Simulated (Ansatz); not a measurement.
Si (diamond): values from a third-order Birch-Murnaghan fit to a volume scan beside measured ones. Computed values: r2SCAN (plane waves to 500 eV, PAW, scalar-relativistic; Ansatz, a first-principles code). Si was relaxed with its symmetry unable to fall. The PAW data are Ansatz's earlier set.

```tsv
quantity	reference	kind	r2SCAN	difference
Lattice constant a (Å)	5.421	measured, corrected to the static lattice	5.444	+0.4 %
Bulk modulus B₀ (GPa)	100.8	measured, corrected to the static lattice	96.6	-4.2 %
```

r2SCAN overestimates the lattice constant a by 0.4 %. For the bulk modulus B₀ it lies within 5 % of the reference.

References as given in: Daniel Mejia-Rodriguez, S. B. Trickey, Physical Review B (2018), arXiv:1807.09216; Jianwei Sun, Martijn Marsman, Gábor I. Csonka et al., Physical Review B (2011), doi:10.1103/physrevb.84.035117.

(Under strain, the slope of the energy per volume gives the stress and its curvature an elastic modulus.)
